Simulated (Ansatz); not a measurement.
# CHOSi (doublet): the correlation ladder, def2-TZVPP

The task here is to estimate one member of a computed series from the others.

Method: def2-TZVPP, core rule «outside noble gas», up to 7 orbitals frozen; program: Ansatz 0.2.0, Gaussian basis.

To be run: UHF; ROHF; CCSD(T) on UHF.

2 further runs of the same task are left out: 2 set aside as unsound or not needed.

## The system

The geometry is a PBE0/def2-TZVP stationary point (not a proven minimum).

4 atoms, charge 0, spin multiplicity 2.

Atoms are counted from 1 here; the program's logs count them from 0.

Bond lengths: C1–O2 1.127 Å, Si3–H4 1.529 Å.

Set-up of the first run:

in.yaml reads:

```yaml
crystal:
  periodic: [false, false, false]
  atoms:
    - {symbol: C, position_ang: [0.000000, -0.024020, 2.154831]}
    - {symbol: O, position_ang: [0.000000, 0.064782, 1.031260]}
    - {symbol: Si, position_ang: [0.000000, -0.078311, -1.463067]}
    - {symbol: H, position_ang: [0.000000, 1.439987, -1.279434]}
basis:
  gaussian: {orbitals: def2-TZVPP}
magnetization: {spin_polarized: true, initial_magnetization: 1}
hamiltonian: {xc: hf}
output: {orbitals: {seedname: orbitals}}
```

Started as:

```
ansatz run in.yaml --threads 1 --pin off --events-out ev --progress --plain --max-ram 4096MiB --backend cpu
```

Steps of the session up to this table: UHF; ROHF; CCSD(T) on UHF.

One table of the session follows, with a row left open; its other results are not shown here.

| method | from UCCSD(T) (meV) |
| --- | --- |
| ROHF | +13313.2 |
| UHF | +13172.1 |
| UMP2 | +1290.2 |
| UCCSD | ? |
| UCCSD(T) | 0 |

Estimate the missing values for UCCSD.

As computed: from UCCSD(T) (meV): +558.1. In the column «from UCCSD(T) (meV)» it lies between UCCSD(T) (0) and UMP2 (+1290.2).

With the free atoms at the same levels and basis (separate runs), the atomisation energy is 14.066 eV at UCCSD(T), 10.060 eV at ROHF.
